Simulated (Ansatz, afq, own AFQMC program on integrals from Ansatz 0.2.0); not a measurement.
# BSiH₃, singlet in cc-pVDZ, levels against CCSDT(Q)

```xyz
5

Si    0.0091    0.0000    0.6016
B     0.0825    0.0000   -1.2150
H    -0.6559   -0.9412   -0.6669
H    -0.6559    0.9412   -0.6669
H     0.1724    0.0000   -2.3958
```

Connectivity, by distances: Si–BH, 2 bridging H.

Basis cc-pVDZ. Only valence electrons are correlated. AFQMC by an in-house program on the Cholesky factors that Ansatz 0.2.0 writes for its CCSD(T) run. ph-AFQMC/CISD is guided by a CISD state made of CCSD amplitudes; releasing the constraint for a short imaginary time cuts its bias at the price of noise, slowly where states lie close. Free AFQMC starts from the CCSD state and is never constrained. Its projection time is finite, and what remains of the start isn't in its error. ± is one standard error of the sampling.

Determinant: RHF, the one that the program's search chose, which needn't be the lowest solution. The geometry is a point of a scan.

No full CI on the walks' own integrals is used here; CCSDT(Q) serves as the reference and is uncertain by about the last step of the cluster series.

The T1 diagnostic is 0.0139. The weight of the determinant in the CISD state is 0.869 and the size of the correlated space is 10 electrons in 41 orbitals.

Reference: CCSDT(Q), correlation energy -6.371 eV. The released energy is read at 2.40 1/Eh (meV from the phaseless value at times in 1/Eh: 23 ± 15 at 0.24, 19 ± 14 at 0.51, 0 ± 12 at 0.99, 27 ± 11 at 1.62, 28 ± 15 at 2.40).

```
         level  E − E(reference) (kJ/mol)  share of correlation (%)
            HF                      614.7                      0.00
           MP2                      115.7                     81.18
          CCSD                       26.4                     95.70
       CCSD(T)                        4.1                     99.33
         CCSDT                        1.3                     99.78
   ph-AFQMC/HF                 -7.4 ± 4.8                    101.20
 ph-AFQMC/CISD                 -3.3 ± 1.8                    100.54
released AFQMC                 -0.7 ± 1.5                    100.11
    free AFQMC                  0.9 ± 1.4                     99.85
```

Free projections are given only where their last times agree within the noise and don't stop above the reference; a slow remainder of the start can still hide under it. A walk keeps the symmetry of its determinant, which the program's search chose and which needn't be the lowest solution, so a lower state of the same spin and another symmetry isn't excluded. Released energies are given only where the last usable release times agree within the noise; a slower fall can still hide under it.
